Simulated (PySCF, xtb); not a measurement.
H₆Si₂, SMILES [SiH3][SiH3] (connectivity only; charge and spin as stated), charge +1, multiplicity 2. Atoms are numbered in the order given.

```xyz
8

Si     0.0000     0.0000    -1.3481
Si     0.0000     0.0000     1.3481
H     -1.2747    -0.7164    -1.5477
H      1.2578    -0.7457    -1.5477
H      0.0169     1.4621    -1.5477
H     -1.2747     0.7164     1.5477
H      1.2578     0.7457     1.5477
H      0.0169    -1.4621     1.5477
```
Charge +1, spin multiplicity 2.

Geometry optimised at PBE0-D3(BJ)/def2-TZVP. The multiplicity is an assumed one; other spin states were not compared.

Calculation: IEF-PCM-B3LYP/def2-SVP run with PySCF.

The values are the electrostatic part of the solvation free energy, E(continuum) − E(gas) at the gas-phase geometry, in a cavity of scaled van der Waals radii (PySCF's table); cavitation and dispersion terms are not included.

Question: Estimate the values in water (ε = 78.36), ethylethanoate (ε = 5.99), n-hexane (ε = 1.88). (An estimate is asked for; the answer gives what the named calculation found.)

Answer: 
```csv
solvent,ε,ΔG(elec) (kcal/mol)
water,78.36,-55.0
ethylethanoate,5.99,-46.5
n-hexane,1.88,-26.2
```

For comparison, GFN2-xTB/ALPB(water) (xtb, at the GFN2-xTB geometry, all terms of that model) gives -45.9 kcal/mol.
